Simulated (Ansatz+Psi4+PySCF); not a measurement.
Results of a calculation; reference values are marked as such.
A run of PySCF 2.14.0 on doublet LiO2 at this shape:

```json
{"atom": "Li", "x (Å)": "0.3000", "y (Å)": "0.3000", "z (Å)": "0.3000"}
{"atom": "O", "x (Å)": "2.0420", "y (Å)": "0.0798", "z (Å)": "0.5230"}
{"atom": "O", "x (Å)": "1.6386", "y (Å)": "1.3119", "z (Å)": "0.8633"}
```

Its results:

* Converged: yes
* Reference energy: -157.15929 hartree
* Correlation energy: -0.51106 hartree
* Total energy: -157.67034 hartree
* Spin squared of the determinant: 0.787

Messages of the program:
```
WARN: HOMO -0.30603858862392 >= LUMO -0.30603858862392
WARN: HOMO -0.30603858862392 >= LUMO -0.30603858862392
```

Task: Which input gives this output? Name the method, the orbitals and the basis set, and write the input.

Result: UHF-MP2 in cc-pCVTZ on Li; cc-pVTZ on O.

```python
from pyscf import gto, scf, mp

mol = gto.M(atom="""
Li 0.300000 0.300000 0.300000
O 2.042030 0.079760 0.522950
O 1.638560 1.311870 0.863280
""", basis={'Li': 'cc-pcvtz', 'O': 'cc-pvtz'}, charge=0, spin=1)
mf = scf.UHF(mol)
mf.kernel()
pt = mp.MP2(mf, frozen=2).run()
print(mf.e_tot, pt.e_corr, pt.e_tot)
```
